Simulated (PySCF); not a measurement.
## Basis-set dependence of population analyses: `CC(=S)N(C)C`

Species: C4H9NS.
Bonds: C1–C2, C2–S3 (double), C2–N4, N4–C5, N4–C6. Hydrogens: H7, H8, H9 on C1; H10, H11, H12 on C5; H13, H14, H15 on C6.

PBE0 throughout (PySCF), one geometry, spherical d and f functions. Geometry: PBE0-D3(BJ)/def2-SVP, one conformer, isolated molecule. Atoms taken as equivalent share a column and are averaged. The first 7 of 9 kinds of atom are listed.

Mulliken charges (e):

```json
{"basis": "STO-3G", "functions": "43", "C1": "-0.245", "C2": "-0.021", "S3": "-0.065", "N4": "-0.211", "C5": "-0.150", "C6": "-0.147", "H7/H8/H9": "+0.088"}
{"basis": "6-31G", "functions": "76", "C1": "-0.530", "C2": "-0.045", "S3": "-0.062", "N4": "-0.513", "C5": "-0.324", "C6": "-0.311", "H7/H8/H9": "+0.200"}
{"basis": "6-31G*", "functions": "106", "C1": "-0.588", "C2": "+0.135", "S3": "-0.253", "N4": "-0.349", "C5": "-0.399", "C6": "-0.392", "H7/H8/H9": "+0.209"}
{"basis": "def2-SVP", "functions": "133", "C1": "-0.025", "C2": "-0.061", "S3": "-0.254", "N4": "-0.335", "C5": "+0.054", "C6": "+0.065", "H7/H8/H9": "+0.065"}
{"basis": "6-311+G(2d,p)", "functions": "224", "C1": "-0.915", "C2": "+0.824", "S3": "-0.692", "N4": "+0.176", "C5": "-0.511", "C6": "-0.391", "H7/H8/H9": "+0.178"}
{"basis": "def2-TZVP", "functions": "246", "C1": "-0.376", "C2": "+0.089", "S3": "-0.364", "N4": "-0.001", "C5": "-0.316", "C6": "-0.339", "H7/H8/H9": "+0.144"}
```

IAO charges (e):

```tsv
basis	functions	C1	C2	S3	N4	C5	C6	H7/H8/H9
STO-3G	43	-0.412	-0.080	-0.048	-0.105	-0.313	-0.314	+0.141
6-31G	76	-0.451	+0.044	-0.289	-0.093	-0.343	-0.336	+0.167
6-31G*	106	-0.433	+0.052	-0.283	-0.107	-0.317	-0.310	+0.160
def2-SVP	133	-0.423	+0.047	-0.265	-0.104	-0.305	-0.300	+0.154
6-311+G(2d,p)	224	-0.444	+0.051	-0.282	-0.110	-0.327	-0.319	+0.163
def2-TZVP	246	-0.444	+0.051	-0.278	-0.110	-0.326	-0.318	+0.163
```

Hirshfeld charges (e):

| basis | functions | C1 | C2 | S3 | N4 | C5 | C6 | H7/H8/H9 |
| --- | --- | --- | --- | --- | --- | --- | --- | --- |
| STO-3G | 43 | -0.043 | +0.053 | -0.184 | -0.083 | +0.022 | +0.028 | +0.021 |
| 6-31G | 76 | -0.099 | +0.073 | -0.283 | -0.017 | -0.051 | -0.039 | +0.048 |
| 6-31G* | 106 | -0.097 | +0.078 | -0.291 | -0.016 | -0.049 | -0.040 | +0.048 |
| def2-SVP | 133 | -0.120 | +0.077 | -0.242 | -0.003 | -0.069 | -0.053 | +0.047 |
| 6-311+G(2d,p) | 224 | -0.121 | +0.061 | -0.231 | -0.035 | -0.066 | -0.051 | +0.050 |
| def2-TZVP | 246 | -0.123 | +0.069 | -0.237 | -0.025 | -0.070 | -0.056 | +0.050 |

ESP-fitted charges (e):

| basis | functions | C1 | C2 | S3 | N4 | C5 | C6 | H7/H8/H9 |
| --- | --- | --- | --- | --- | --- | --- | --- | --- |
| STO-3G | 43 | -0.490 | +0.250 | -0.256 | +0.143 | -0.445 | -0.502 | +0.134 |
| 6-31G | 76 | -0.394 | +0.149 | -0.405 | +0.172 | -0.398 | -0.396 | +0.139 |
| 6-31G* | 106 | -0.402 | +0.086 | -0.367 | +0.264 | -0.461 | -0.437 | +0.142 |
| def2-SVP | 133 | -0.364 | +0.076 | -0.330 | +0.228 | -0.387 | -0.378 | +0.128 |
| 6-311+G(2d,p) | 224 | -0.438 | +0.041 | -0.348 | +0.373 | -0.534 | -0.500 | +0.152 |
| def2-TZVP | 246 | -0.428 | +0.056 | -0.346 | +0.351 | -0.515 | -0.474 | +0.147 |

Some averages cover members that differ in this geometry, most widely: H7/H8/H9, Mulliken in 6-311+G(2d,p) +0.163 to +0.201; H7/H8/H9, Mulliken in 6-31G* +0.194 to +0.232; H7/H8/H9, Mulliken in 6-31G +0.187 to +0.219; H7/H8/H9, IAO in 6-31G* +0.149 to +0.178 e.

Task: Which scheme is steadiest as the basis changes?

Result: Largest range over the bases for any column: Hirshfeld 0.11 e, ESP-fitted 0.23 e, IAO 0.24 e, Mulliken 0.89 e. Hirshfeld charges move least and Mulliken charges most, counted in e. Without the minimal STO-3G basis the ranges are Hirshfeld 0.06, ESP-fitted 0.20, IAO 0.04, Mulliken 0.89 e.

Task: How much do the charges still move between the two largest bases, 6-311+G(2d,p) and def2-TZVP?

Result: At most, over all atoms: Mulliken 0.735 e, IAO 0.004 e, Hirshfeld 0.010 e, ESP-fitted 0.026 e.

Task: What do the same runs give for the total energy, the frontier levels and the dipole moment?

Result: 
```csv
basis,energy (Eh),HOMO (eV),LUMO (eV),μ (D)
STO-3G,-603.3889,-1.91,3.11,3.31
6-31G,-610.2873,-5.68,-0.39,5.46
6-31G*,-610.3637,-5.65,-0.43,5.20
def2-SVP,-610.1100,-5.59,-0.41,4.82
"6-311+G(2d,p)",-610.4558,-5.83,-0.70,5.05
def2-TZVP,-610.4736,-5.78,-0.63,4.94
```

The dipole is fixed by the density alone, so its range of 2.15 D shows that the density itself changes with the basis, not only its division among atoms.
